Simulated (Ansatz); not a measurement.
System (SMILES): P (PH3).
Geometry (B3LYP-D3(BJ)/def2-TZVP, fixed):
```xyz
4

P      0.0029     0.0016     0.1282
H     -0.0038     1.1839    -0.6561
H      1.0120    -0.6137    -0.6568
H     -1.0521    -0.5944    -0.6098
```
Charge 0, spin multiplicity 1.

How fast the dipole moment converges with the basis for several methods (Ansatz, an electronic-structure program): deviation from each method's own reference, in D. References: HF 0.659 D, the value in aug-pcseg-3; MP2 0.598 D, the value in aug-pcseg-3; PBE 0.609 D, the value in aug-pcseg-3; PBE0 0.642 D, the value in aug-pcseg-3. Cartesian d functions, on some or all atoms, in 6-31G*, 6-311G**; all else is spherical. In correlated methods cores are frozen. No added dispersion term, no relativity. The reference of a correlated method is not its basis-set limit, which lies further on.

```tsv
basis	functions	HF	MP2	PBE	PBE0
pcseg-0	19	0.819	0.887	___	1.060
3-21G	19	0.521	0.653	___	0.847
6-31G*	25	0.134	0.363	___	0.414
6-311G**	45	0.039	0.099	___	0.246
def2-TZVP	55	-0.004	0.093	___	0.061
pcseg-2	76	0.031	0.085	___	0.154
aug-cc-pV(T+d)Z	124	0.008	0.000	___	0.007
def2-QZVPPD	175	0.004	0.008	___	0.002
```

Task: Fill in the missing entries.

Result: 
- pcseg-0, PBE: 1.060
- 3-21G, PBE: 0.918
- 6-31G*, PBE: 0.500
- 6-311G**, PBE: 0.294
- def2-TZVP, PBE: 0.079
- pcseg-2, PBE: 0.179
- aug-cc-pV(T+d)Z, PBE: 0.007
- def2-QZVPPD, PBE: 0.001

Mean absolute deviation over 6-311G**, def2-TZVP, pcseg-2, aug-cc-pV(T+d)Z: HF 0.021, MP2 0.070, PBE0 0.117, PBE 0.140 D.
